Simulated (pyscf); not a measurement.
ethylene (H₂C=CH₂) + ammonia (NH₃) → H₃C–CH₂–NH₂ (addition across a multiple bond or ene-type step; singlet surface; H–N broken, C–N, C–H formed). Single points on ωB97X-D3(BJ)/def2-SVP structures (PySCF, gas phase). MP2 and CC: frozen core, UHF for open shells. ΔMP2 is the change of the MP2 total energy from the triple- to the quadruple-zeta basis. Energies in kcal/mol from the separated reactants.

```tsv
level	barrier	reaction energy
ωB97X-D3(BJ)/def2-TZVP	[?]	-20.9
PBE/def2-TZVP	46.2	-18.7
r²SCAN/def2-TZVP	49.9	-19.6
PBE0-D3(BJ)/def2-TZVP	47.9	-22.3
ωB97M-D3(BJ)/def2-TZVP	53.0	-18.5
MP2/def2-QZVPP	52.8	-18.5
CCSD(T)/def2-TZVPP + ΔMP2(QZVPP)	[?]	[?]
```

Question: What belongs in the gaps?

Answer: 
- ωB97X-D3(BJ)/def2-TZVP, barrier: 53.2
- CCSD(T)/def2-TZVPP + ΔMP2(QZVPP), barrier: 55.4
- CCSD(T)/def2-TZVPP + ΔMP2(QZVPP), reaction energy: -16.7

Of the functionals in the table, ωB97X-D3(BJ) is closest to CCSD(T)/def2-TZVPP + ΔMP2(QZVPP) in the barrier (2.2 kcal/mol apart) and PBE least close (9.1 kcal/mol); that level has limits of its own. One saddle was located; it need not be the lowest between these sides. The CCSD(T) − MP2 part came from Ansatz, without density fitting, on the same reference.
